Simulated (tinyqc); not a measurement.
Worked calculation: Pariser-Parr-Pople SCF with singles CI, for the molecule C=C1C=C1N (SMILES; centres numbered as the heavy atoms are written). One step of it, computed by the program tinyqc.

Question. Iteration 3: orbitals and new P. Diagonalise F (the basis is taken as orthonormal) and form P = 2 sum c c over the lowest orbitals.

F (eV), lower triangle:
```
           1C         2C         3C         4C          5N
1C  -6.091809
2C  -5.693497  -5.811352
3C   0.804578  -3.823017  -6.851717
4C   0.564169  -3.666539  -5.449489  -7.270585
5N  -0.129504   0.264947   0.862144  -4.025094  -12.764235
```

pi electrons, sum of z_r less the charge = 6

Give: orbital energies; P after iteration 3.

Answer.

orbital energies (eV): -16.852  -13.194  -9.472  -0.612  1.340

P after iteration 3, lower triangle:
```
        1C      2C      3C     4C     5N
1C   1.278
2C   0.871   0.948
3C  -0.323   0.357   1.020
4C  -0.236   0.321   0.811  0.917
5N   0.068  -0.097  -0.332  0.420  1.836
```
